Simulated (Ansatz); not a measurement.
Ansatz (a program for electronic structure) input (MP2/STO-3G):

Ansatz 0.2 input:
```yaml
crystal:
  periodic: [false, false, false]
  atoms:
    - {symbol: C, position_ang: [0.15843431, -0.00360145, 0.66878908]}
    - {symbol: Cl, position_ang: [-0.06875929, 1.47284799, -0.15074332]}
    - {symbol: Cl, position_ang: [-0.03583858, -1.47140540, -0.17439705]}
    - {symbol: H, position_ang: [0.82755792, -0.00291530, 1.51465181]}
basis:
  gaussian:
    orbitals: STO-3G
magnetization: {spin_polarized: true, initial_magnetization: 1}
correlation: {method: mp2, electrons: outside_noble_gas}
```

Output:

```
Functional definition: HF
integrals: 0.00 GiB planned
276 factors; integrals over basis functions are off by at most 2.4e-5 eV
mean field: 0.06 GiB planned
mean field evaluation 1: about -25769.0829 eV, gradient 1.5e1 eV
mean field evaluation 2: about -25769.1626 eV, gradient 1.5e1 eV
mean field evaluation 4: about -25771.1481 eV, gradient 1.7e0 eV
mean field evaluation 8: about -25771.2235 eV, gradient 8.5e-5 eV
mean field -25771.22141539 eV, -947.0749186543 hartree, gradient 2.2e-6 eV, S^2 0.766104; 0 other end points of the search recorded, 0 dependent functions left out
11 core orbitals not correlated
reference -25771.22141539 eV, -947.0749186543 hartree; 10, 9 occupied and 3, 4 virtual orbitals, 276 factors
second order -1.48794601 eV of doubles, -0.00000000 eV of singles
Total energy: -25772.70936140 eV, -947.1295996618 hartree
```

The geometry given is a B3LYP-D3(BJ)/def2-TZVP minimum.
